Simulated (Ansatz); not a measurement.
`FCC(F)F` and `FC(F)C(F)F` differ in one atom or group.

Ansatz, PBE0-D4/def2-TZVP geometries, multiplicity 1. Each molecule was computed in one conformer, which needn't be the lowest.

```json
{"property": "HOMO energy (B3LYP/def2-TZVPP) / eV", "`FCC(F)F`": "-9.53"}
{"property": "LUMO energy (ωB97M-V/def2-TZVPP) / eV", "`FCC(F)F`": "3.08"}
{"property": "HOMO energy (PBE0/def2-TZVPP) / eV", "`FCC(F)F`": "-9.73"}
{"property": "HOMO energy (PBE/def2-TZVPP) / eV", "`FCC(F)F`": "-7.94"}
{"property": "size of the dipole moment (ωB97M-V/def2-TZVPP) / D", "`FCC(F)F`": "1.50"}
{"property": "HOMO energy (ωB97M-V/def2-TZVPP) / eV", "`FCC(F)F`": "-12.16"}
```

(1) Give the same properties after the change, and the shifts. (Best estimate.)

Answers

(1) The calculation gave: 
```
                                          property  `FC(F)C(F)F`  shift
               HOMO energy (B3LYP/def2-TZVPP) / eV         -9.69  -0.16
             LUMO energy (ωB97M-V/def2-TZVPP) / eV          2.95  -0.13
                HOMO energy (PBE0/def2-TZVPP) / eV         -9.88  -0.15
                 HOMO energy (PBE/def2-TZVPP) / eV         -8.06  -0.12
size of the dipole moment (ωB97M-V/def2-TZVPP) / D          2.31   0.81
             HOMO energy (ωB97M-V/def2-TZVPP) / eV        -12.31  -0.15
```

Dipoles are sizes alone; their direction can turn.

B3LYP here is the variant with VWN-RPA as its local correlation; programs differ in this.
